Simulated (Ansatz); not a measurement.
**LiH (SMILES [LiH]): methods side by side**

LiH: 2 atoms, total charge 0, spin state singlet. As SMILES, `[LiH]`. The bond length is the measured one.

```xyz
2

Li    0.0000    0.0000    0.0000
H     0.0000    0.0000    1.5957
```

Quantity: the energy change with the Li1–H2 bond stretched from 1.596 to 3.989 Å, in eV. The values are calculated.

```json
{"level": "HF/cc-pVTZ (restricted)", "kind": "Hartree–Fock", "program": "Ansatz", "value (eV)": "3.12", "less FCI/cc-pVTZ": "+0.79", "CPU time (all runs)": "0.33 s"}
{"level": "SVWN5/cc-pVTZ (restricted)", "kind": "LDA", "program": "Ansatz", "value (eV)": "2.50", "less FCI/cc-pVTZ": "+0.17", "CPU time (all runs)": "1.4 s"}
{"level": "revPBE/cc-pVTZ (restricted)", "kind": "GGA", "program": "Ansatz", "value (eV)": "2.42", "less FCI/cc-pVTZ": "+0.09", "CPU time (all runs)": "2.1 s"}
{"level": "BHLYP/cc-pVTZ (restricted)", "kind": "global hybrid", "program": "Ansatz", "value (eV)": "2.99", "less FCI/cc-pVTZ": "+0.66", "CPU time (all runs)": "1.5 s"}
{"level": "wB97M-V/cc-pVTZ (restricted)", "kind": "range-separated hybrid", "program": "Ansatz", "value (eV)": "2.97", "less FCI/cc-pVTZ": "+0.64", "CPU time (all runs)": "12 s"}
{"level": "B2PLYP/cc-pVTZ (restricted)", "kind": "double hybrid", "program": "Ansatz", "value (eV)": "2.74", "less FCI/cc-pVTZ": "+0.41", "CPU time (all runs)": "2.4 s"}
{"level": "RPA@PBE/cc-pVTZ (restricted)", "kind": "RPA", "program": "Ansatz", "value (eV)": "2.28", "less FCI/cc-pVTZ": "-0.05", "CPU time (all runs)": "3.1 s"}
{"level": "BCCD(T)/cc-pVTZ (restricted)", "kind": "coupled cluster or CI", "program": "Ansatz", "value (eV)": "2.33", "less FCI/cc-pVTZ": "0.00", "CPU time (all runs)": "1.1 s"}
{"level": "FCI/3-21G", "kind": "exact in the basis", "program": "Ansatz", "value (eV)": "1.81", "less FCI/cc-pVTZ": "-0.52", "CPU time (all runs)": "0.32 s"}
{"level": "FCI/cc-pVTZ", "kind": "exact in the basis", "program": "Ansatz", "value (eV)": "2.33", "less FCI/cc-pVTZ": "0.00", "CPU time (all runs)": "2.5 s"}
```

FCI/cc-pVTZ is exact within its basis and frozen core, so for wave-function methods in that basis the difference is their error; functionals converge differently with the basis, so for them it is only a difference. A spin-restricted reference rises too steeply as a bond breaks; here HF/cc-pVTZ, SVWN5/cc-pVTZ, revPBE/cc-pVTZ, BHLYP/cc-pVTZ, wB97M-V/cc-pVTZ, B2PLYP/cc-pVTZ, RPA@PBE/cc-pVTZ, BCCD(T)/cc-pVTZ lie well above the multireference or unrestricted value. The first shape isn't each level's own minimum. The values span 1.81 to 3.12 eV. High-level rows in very small sets aren't better than simpler rows in larger ones. In so small a basis fixed costs decide the times, and correlated methods can beat functionals. Times are those of the runs behind each value, whatever else they computed, on shared processors of several kinds: orders of magnitude only.
